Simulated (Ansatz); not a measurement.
```yaml
crystal:
  periodic: [false, false, false]
  atoms:
    - {symbol: Sc, position_ang: [0.000000, 0.000000, 0.000000]}
    - {symbol: N, position_ang: [0.000000, 0.000000, 2.160000]}
basis:
  gaussian: {orbitals: def2-TZVP}
magnetization: {spin_polarized: true, initial_magnetization: 2}
hamiltonian: {xc: pbe0}
relax: {f_tol: 0.004, max_steps: 80}
```

```sh
$ ansatz run in.yaml --threads 1 --pin off --events-out ev --progress --plain --max-ram 2176MiB
```

Steps of the relaxation (energy above the last step; positions in Å, forces in eV/Å):

```
2
step 1, 1463.8 meV
Sc    0.000    0.000    0.000    0.000    0.000    3.326
N     0.000    0.000    2.160    0.000    0.000   -3.326
```

```
2
step 2, 328.2 meV
Sc    0.000    0.000    0.158    0.000    0.000    3.938
N     0.000    0.000    2.002    0.000    0.000   -3.938
```

```
2
step 3, 32.4 meV
Sc    0.000    0.000    0.211    0.000    0.000    1.437
N     0.000    0.000    1.949    0.000    0.000   -1.437
```

```
2
step 5, 0.0 meV
Sc    0.000    0.000    0.233    0.000    0.000    0.001
N     0.000    0.000    1.927    0.000    0.000   -0.001
```

Close pairs at the end: Sc1–N2 1.694 Å.

A stationary point of unrestricted PBE0 after 5 steps, with ⟨S²⟩ = 2.005 against 2.00 for a pure state. 56 s on 1 thread of Arm Neoverse V2, shared host.
